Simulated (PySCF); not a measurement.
SiH4, SMILES [SiH4]. Atoms are numbered in the order given.

```xyz
5

Si     0.0000     0.0000     0.0000
H      0.8546    -0.8546    -0.8546
H     -0.8546    -0.8546     0.8546
H     -0.8546     0.8546    -0.8546
H      0.8546     0.8546     0.8546
```
Charge 0, spin multiplicity 1.

Geometry: B3LYP-D3(BJ)/def2-TZVPD. The isomer is the one that the SMILES or the coordinates give; other isomers of the formula were not compared.

Computed with B3LYP-D3(BJ)/def2-TZVPD (PySCF 2.14.0).

Frequencies are harmonic and unscaled.

Modes within 1.5 cm⁻¹ of each other (mostly degenerate sets) share a row, with their intensities summed.

| mode | ν (cm⁻¹) | IR (km/mol) | moving atoms (share of kinetic energy) |
|---|---|---|---|
| 1–3 | 922 | 402.9 | H 92 %, Si 8 % |
| 4–5 | 977 | 0.0 | H 100 % |
| 6 | 2236 | 0.0 | H 100 % |
| 7–9 | 2242 | 340.9 | H 96 % |
